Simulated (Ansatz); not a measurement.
# CH₄ (singlet): B3LYP, wB97M-V over a scan of the distance C1–H3, 6-31G

Aim: run CH₄ (singlet) with these functionals over a scan of the distance C1–H3, and hold them against the top wave-function level at the same points.

The runs use Ansatz 0.2.0, Gaussian basis; 6-31G, all electrons in the functionals.

The runs, in order: B3LYP, wB97M-V, at 0.854 Å; 0.972 Å; 1.090 Å; 1.174 Å; 1.359 Å; 1.468 Å; 1.713 Å; 1.996 Å; 2.356 Å; 2.984 Å; 3.711 Å.

18 further runs of the same task are left out: 13 that didn't finish, 5 set aside as unsound or not needed.

**1. The system**

The geometry derives from a PBE0/def2-TZVP stationary point (not a proven minimum). One bond is set to the value named and the two fragments are kept rigid.

5 atoms, charge 0, spin multiplicity 1.

Atoms are counted from 1 here; the program's logs count them from 0.

Bond lengths: C1–H2 1.090 Å, C1–H3 1.090 Å, C1–H4 1.090 Å, C1–H5 1.090 Å. Angles: H2–C1–H3 109.5°, H2–C1–H4 109.5°, H2–C1–H5 109.5°, H3–C1–H4 109.5°, H3–C1–H5 109.5°, H4–C1–H5 109.5°.

No dispersion term is added; wB97M-V holds VV10 nonlocal correlation. B3LYP takes the VWN-RPA correlation.

The geometry shown and the zero of energy belong to the point 1.090 Å. The yardstick, FCI, and other wave-function levels (R restricted, U unrestricted, valence and pair active spaces) come from earlier runs.

**2. B3LYP, 0.854 Å**

File in.yaml:

```yaml
crystal:
  periodic: [false, false, false]
  atoms:
    - {symbol: C, position_ang: [-0.008581, -0.008515, 0.008545]}
    - {symbol: H, position_ang: [0.619456, 0.621496, 0.637767]}
    - {symbol: H, position_ang: [-0.503590, -0.499724, 0.501492]}
    - {symbol: H, position_ang: [-0.635175, 0.619650, -0.623952]}
    - {symbol: H, position_ang: [0.621558, -0.639959, -0.617130]}
basis:
  gaussian: {orbitals: 6-31G}
hamiltonian: {xc: {name: B3LYP}}
```

Run with:

```console
ansatz run in.yaml --threads 1 --pin off --events-out ev --progress --plain --max-ram 2393MiB
```

After this run come: B3LYP, 0.972 Å; B3LYP, 1.090 Å; B3LYP, 1.174 Å; B3LYP, 1.359 Å; B3LYP, 1.468 Å; B3LYP, 1.713 Å; B3LYP, 1.996 Å; B3LYP, 2.356 Å; B3LYP, 2.984 Å; B3LYP, 3.711 Å; wB97M-V, 0.854 Å; wB97M-V, 0.972 Å; wB97M-V, 1.090 Å; wB97M-V, 1.174 Å; wB97M-V, 1.359 Å; wB97M-V, 1.468 Å; wB97M-V, 1.713 Å; wB97M-V, 1.996 Å; wB97M-V, 2.356 Å; wB97M-V, 2.984 Å; wB97M-V, 3.711 Å.

Q: Predict the results of all the runs planned. Wanted: span of the FCI curve; largest miss, B3LYP; largest miss, wB97M-V.

The runs gave:

| quantity | value |
| --- | --- |
| span of the FCI curve | 449.8 kJ/mol |
| largest miss, B3LYP | +57.7 kJ/mol (2.356 Å) |
| largest miss, wB97M-V | +78.7 kJ/mol (2.356 Å) |

**Reading.** Of the functionals, B3LYP keep the smallest largest miss at the points compared (at most 57.7 kJ/mol) and wB97M-V strays most (78.7 kJ/mol, at 2.356 Å). B3LYP, wB97M-V clearly break the spin symmetry at some points (⟨S²⟩ up to 1.00 above the pure value), so energy there is bought with a mixed spin. Functionals and the yardstick converge differently with the basis, so part of each miss in 6-31G is the basis.
